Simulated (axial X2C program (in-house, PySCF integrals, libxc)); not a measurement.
## BN: cheaper levels and CCSD(T), two-component

Computed with an axial X2C code built on PySCF integrals. Two-component (2c) means X2C with spin–orbit coupling and atomic mean-field two-electron Coulomb and Gaunt terms. Basis: N dyall-av3z [7s7p3d2f], B dyall-v3z [7s6p2d1f] (cores contracted in-house); Gaussian nuclei, density fitting, unrestricted open shells. Masses: N 14.003 u, B 11.009 u.

State: Ω = 2 (⟨Sz⟩ = 1.00, ⟨Lz⟩ = 1.00 at HF); fragments N + B.

```json
{"level": "PBE0", "Re (Å)": "1.315", "ωe (cm⁻¹)": "1595.1", "De (eV)": "4.69"}
{"level": "CCSD", "Re (Å)": "1.324", "ωe (cm⁻¹)": "1549.3", "De (eV)": "4.01"}
{"level": "BLYP", "Re (Å)": "1.333", "ωe (cm⁻¹)": "1493.9", "De (eV)": "4.98"}
```

Correlated methods: 8 electrons correlated (number of frozen shells: N 1 s; B 1 s), 176 virtual spin orbitals or spinors in MP2, 90 natural virtuals in coupled cluster.

CCSD(T), same Hamiltonian and basis:

Re = 1.337 Å, ωe = 1471.4 cm⁻¹, De = 4.27 eV; T1 = 0.030 (Lee–Taylor normalisation).

(1) Give the differences from CCSD(T) in the columns below.

The state is a single determinant with fixed occupations, the lowest that a limited PBE0 search found. Dissociation energies refer to the lowest single-determinant-based atoms at the same level and basis. Density functionals use the spin component along the axis (collinear). CCSD and (T) use frozen natural virtuals with an MP2 correction for the truncation; (T) itself is uncorrected, so its De runs slightly low. In 2c an atomic determinant is not the ground J level, so De misses part of the atomic spin–orbit lowering. This holds for PBE0, BLYP. PBE0 can misorder states that lie within some tenths of an eV, so this need not be the ground state of the molecule. The nearest other 2c determinant of the search, Ω = 1, lies 0.14 eV up at the distance of the search. Without a current term, density functionals place determinants with orbital angular momentum somewhat too high. With several unpaired electrons one determinant need not be a pure state. Open-shell Ω = 0 determinants with evenly filled partner blocks cannot be reached by this program, so the Ω shown need not be the lowest component. At some level and bond length an empty orbital lies below a filled one. The determinant is spin-polarised beyond a pure state at some levels (its spin-free form has ⟨S²⟩ too high), which makes Re and μ there less reliable.

Answers

(1) 

| level | ΔRe (Å) | Δωe (cm⁻¹) | ΔDe (eV) |
| --- | --- | --- | --- |
| PBE0 | -0.022 | 124 | 0.42 |
| CCSD | -0.013 | 78 | -0.26 |
| BLYP | -0.004 | 22 | 0.71 |
